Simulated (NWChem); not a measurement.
**Correlation energy of disulfur (S2)**

```xyz
2

S      0.0000     0.0000     0.9520
S      0.0000     0.0000    -0.9520
```
Charge 0, spin multiplicity 3.

Everything below was run with NWChem. The geometry was optimised at UPBE0/def2-SVP, a minimum by its harmonic frequencies.

Basis set: STO-3G. Each correlation energy counts from its own Hartree-Fock reference.

The correlated methods keep 10 core orbitals frozen. The unpaired electrons of the parent sit in orbitals of symmetry b2g and b3g (D2h labels of the run); other states weren't searched. No SCF solution was tested for a lower state. Open-shell Hartree-Fock references start from PBE0 orbitals. Coupled-cluster values serve here as a point of comparison, not as the truth.

Question: One of these methods gave a correlation energy of -60.8 mHa. Which?
A. UMP2
B. SCS-UMP2
C. CCSD[T] on ROHF
D. CCSD on UHF

Answer: A, UMP2. The others give -48.1 (SCS-UMP2), -69.7 (CCSD on UHF), -71.4 (CCSD[T] on ROHF).
